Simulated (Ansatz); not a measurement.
# Rubidium, bcc: convergence with Methfessel-Paxton smearing

Computed with Ansatz, PBE, scalar-relativistic PAW, on the relaxed cell (a = 5.672 Å; spin not included). Errors count from a run at 420 eV on a Γ-centred 13×13×13 mesh with Fermi-Dirac smearing of 0.1 eV, extrapolated to zero width. Fixed here: cutoff 420 eV, mesh 8×8×8. The SCF starts from atomic densities corrected by a trained network.

```csv
width (eV),E(σ→0) error (meV/atom),F error (meV/atom),P (GPa),SCF iterations
0.01,7.3,7.3,0.01,4
0.03,7.2,7.1,0.01,4
0.1,7.1,6.7,0.01,4
0.2,5.8,4.7,0.00,5
0.3,4.1,2.8,0.00,5
0.6,-0.4,-0.5,-0.01,5
1.0,-0.3,4.1,0.00,5
```
